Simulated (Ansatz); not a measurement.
**AlPNH (triplet): the correlation ladder at a displaced geometry (v1), cc-pVDZ**

An exercise on one series of results from a longer session: the logs are not shown, and one member is left open.

Computed with Ansatz 0.2.0, Gaussian basis. Level: cc-pVDZ, core rule «outside noble gas», up to 11 orbitals frozen.

The runs, in order: UHF; CCSD(T) on ROHF; CCSD(T) on UHF; BCCD(T) on ROHF; CISD; CCSDT(Q) on ROHF; CCSDT(Q) on UHF.

32 further runs of the same task are left out: 6 for a known fault of the program, 15 that didn't finish, 11 set aside as unsound or not needed.

## The system

The geometry is a PBE0/def2-TZVP stationary point (not a proven minimum) with its atoms shifted at random (size 0.040 Å).

4 atoms, charge 0, spin multiplicity 3.

Atoms are counted from 1 here; the program's logs count them from 0.

Bond lengths: Al1–N2 1.780 Å, Al1–H4 1.565 Å, N2–P3 1.573 Å. Angles: N2–Al1–H4 118.5°, Al1–N2–P3 174.5°.

Geometry (Å):

```xyz
4
charge 0, multiplicity 3
Al   -0.0191   -0.1277    1.7474
N    -0.0199    0.0441   -0.0245
P     0.0281    0.0533   -1.5965
H    -0.0747    1.1679    2.6244
```

The first run:

File in.yaml:

```yaml
crystal:
  periodic: [false, false, false]
  atoms:
    - {symbol: Al, position_ang: [-0.019077, -0.127657, 1.747418]}
    - {symbol: N, position_ang: [-0.019910, 0.044083, -0.024481]}
    - {symbol: P, position_ang: [0.028054, 0.053262, -1.596524]}
    - {symbol: H, position_ang: [-0.074723, 1.167929, 2.624390]}
basis:
  gaussian: {orbitals: cc-pVDZ}
magnetization: {spin_polarized: true, initial_magnetization: 2}
hamiltonian: {xc: hf}
output: {orbitals: {seedname: orbitals}}
```

Launch:

```
> ansatz run in.yaml --threads 1 --pin off --events-out ev --progress --plain --max-ram 2393MiB
```

Steps of the session up to this table: UHF; CCSD(T) on ROHF; CCSD(T) on UHF; BCCD(T) on ROHF; CISD; CCSDT(Q) on ROHF; CCSDT(Q) on UHF.

One table of the session follows, with a row left open; its other results are not shown here.

It belongs to the step «Misses and costs». 

```
   method  from UCCSDT(Q) (kJ/mol)
     ROHF                   +940.4
      UHF                   +907.5
     RMP2                   +107.0
     UMP2                   +166.5
     CISD                   +148.0
    RCCSD                    +49.9
    UCCSD                    +48.3
 RCCSD(T)                        ?
 UCCSD(T)                    +11.0
  BCCD(T)                     +8.5
   RCCSDT                     +5.9
   UCCSDT                     +5.3
RCCSDT(Q)                     +1.0
UCCSDT(Q)                        0
```

**Question.** Estimate the row for RCCSD(T).

As computed: from UCCSDT(Q) (kJ/mol): +9.0. In the column «from UCCSDT(Q) (kJ/mol)» it lies between BCCD(T) (+8.5) and UCCSD(T) (+11.0).

To keep in mind: Restricted and unrestricted rows rest on different reference determinants; where their highest levels disagree by more than a few hundredths of an eV, they describe different states and don't form one ladder.
